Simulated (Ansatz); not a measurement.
```yaml
crystal:
  periodic: [false, false, false]
  atoms:
    - {symbol: O, position_ang: [-1.634135, -1.286561, -0.719198]}
    - {symbol: Al, position_ang: [-0.415858, -0.428866, -0.149207]}
    - {symbol: O, position_ang: [0.880153, 0.405964, 0.483021]}
    - {symbol: H, position_ang: [1.169839, 1.309462, 0.385384]}
basis:
  gaussian: {orbitals: cc-pVTZ-PP}
hamiltonian: {xc: {name: B97M-V}, pseudopotentials: {relativity: none}}
output: {forces: true}
```

```sh
$ ansatz run in.yaml --threads 4 --pin off --events-out ev --progress --plain --max-ram 10444MiB
```

Output, abridged:

```
Functional definition: B97M-V
  name "B97M-V"
  cite "Mardirossian & Head-Gordon, J. Chem. Phys. 142, 074111 (2015) doi:10.1063/1.4907719"
  cite "Becke, J. Chem. Phys. 107, 8554 (1997) doi:10.1063/1.475007"
  cite "Vydrov & Van Voorhis, J. Chem. Phys. 133, 244103 (2010) doi:10.1063/1.3521275"
  # Of w^i u^j: cxij and so on, Table III.
  parameter cx00 = 1.000
  parameter cx01 = 1.308
  parameter cx02 = 1.901
  parameter cx10 = 0.416
  parameter cx11 = 3.070
  parameter css00 = 1.000
  parameter css02 = -1.855
  parameter css10 = -5.668
  parameter css32 = -20.497
  parameter css42 = -20.364
  parameter cos00 = 1.000
  parameter cos01 = 1.573
  parameter cos03 = -6.298
  parameter cos10 = 2.535
  parameter cos32 = -6.427
  parameter b = 6.0
  parameter c = 0.01
  gx(w, u) = cx00 + cx01*u + cx02*u^2 + (cx10 + cx11*u)*w
  gss(w, u) = css00 + css02*u^2 + css10*w + (css32*w^3 + css42*w^4)*u^2
  gos(w, u) = cos00 + cos01*u + cos03*u^3 + cos10*w + cos32*w^3*u^2
  exchange = spin_sum(e_x_unif_s*gx(b97_w, b97_u_x))
  correlation = spin_sum(e_c_pw_mod_same_spin*gss(b97_w, b97_u_same))
      + integral(e_c_pw_mod_opposite_spin*gos(b97_w_opposite, b97_u_opposite)) + vv10(b, c)
Error: <dir> the basis set cc-pVTZ-PP has no functions for O
```

In this input the basis set is misnamed or doesn't suit the job. The program refused the input.
